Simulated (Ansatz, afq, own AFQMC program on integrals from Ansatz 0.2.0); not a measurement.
**C2+ (quartet): AFQMC on the coupled-cluster ladder, 6-31G**

An exercise on one series of results from a longer session: the logs are not shown, and one member is left open.

Method: 6-31G, frozen cores; program: Ansatz 0.2.0, Gaussian basis, and an in-house AFQMC program (afq) on its integrals; all values are calculated.

The runs, in order: Full CI; PBE (unrestricted); r2SCAN (unrestricted); PBE0 (unrestricted); B3LYP (unrestricted); CCSD(T) on ROHF; wB97M-V (unrestricted); B2PLYP (unrestricted); Full CI; Full CI (sextet); CCSDT(Q) on ROHF; CCSDTQ on ROHF; Phaseless AFQMC, CISD trial on ROHF; Phaseless AFQMC, CID trial on ROHF; Free-projection AFQMC, CID trial on ROHF; CCSD(T) on UHF; Full CI; CCSDT(Q) on UHF; CCSDTQ on UHF; CCSD(T) on UHF; CCSD(T) on UHF; PBE (unrestricted); r2SCAN (unrestricted); PBE0 (unrestricted); B3LYP (unrestricted); wB97M-V (unrestricted); B2PLYP (unrestricted); Phaseless AFQMC, CISD trial on UHF; Phaseless AFQMC, CID trial on UHF; Free-projection AFQMC, CID trial on UHF.

4 further runs of the same task are left out: 1 for a known fault of the program, 3 that didn't finish.

## The system

The geometry is a PBE0/def2-TZVP stationary point (not a proven minimum) of the parent state, kept for this charge and spin.

2 atoms, charge 1, spin multiplicity 4.

Atoms are counted from 1 here; the program's logs count them from 0.

Bond lengths: C1–C2 1.301 Å.

The first run:

in.yaml reads:

```yaml
crystal:
  periodic: [false, false, false]
  atoms:
    - {symbol: C, position_ang: [0.000000, 0.000000, 0.000000]}
    - {symbol: C, position_ang: [0.000000, 0.000000, 1.301443]}
basis:
  gaussian: {orbitals: 6-31G}
total_charge: 1
magnetization: {spin_polarized: false, initial_magnetization: 3}
correlation: {method: fci, electrons: outside_noble_gas}
```

On the command line:

```bash
ansatz run in.yaml --threads 1 --pin off --events-out ev --progress --plain --max-ram 16896MiB --backend cuda --devices 0, --max-vram 18GiB
```

Steps of the session up to this table: Full CI; PBE (unrestricted); r2SCAN (unrestricted); PBE0 (unrestricted); B3LYP (unrestricted); CCSD(T) on ROHF; wB97M-V (unrestricted); B2PLYP (unrestricted); Full CI (sextet); CCSDT(Q) on ROHF; CCSDTQ on ROHF; Phaseless AFQMC, CISD trial on ROHF; Phaseless AFQMC, CID trial on ROHF (settings varied); Free-projection AFQMC, CID trial on ROHF (settings varied); CCSD(T) on UHF; CCSDT(Q) on UHF; CCSDTQ on UHF; Phaseless AFQMC, CISD trial on UHF; Phaseless AFQMC, CID trial on UHF (settings varied); Free-projection AFQMC, CID trial on UHF (settings varied).

One of the session's tables, all rows but one given; the rest of the session is left out.

On the ROHF determinant, counted from full CI (exact for this spin and basis):

| level | from full CI (meV) |
| --- | --- |
| HF | +4400.4 |
| MP2 | +865.6 |
| CCSD | ? |
| CCSD(T) | +70.6 |
| full CI | 0.0 |
| Phaseless AFQMC, CISD trial, step 0.005, 4000 walkers | +51.8 |
| Phaseless AFQMC, CID trial, step 0.01, 160 walkers | +65.3 |
| Free-projection AFQMC, CID trial, step 0.05, 200 walkers | +7.8 |

**Question.** Estimate the row for CCSD.

As computed: from full CI (meV): +231.4. In the column «from full CI (meV)» it lies between CCSD(T) (+70.6) and MP2 (+865.6).

Limits of these values: The report flags that the cluster equations may have other roots. Caveats: constraint bias not in the error; other roots. Caveats: remainder of the start not in the error; other roots. On UHF the phaseless walk with the CISD trial lies -8.6 meV from CCSD(T), within three error bars.
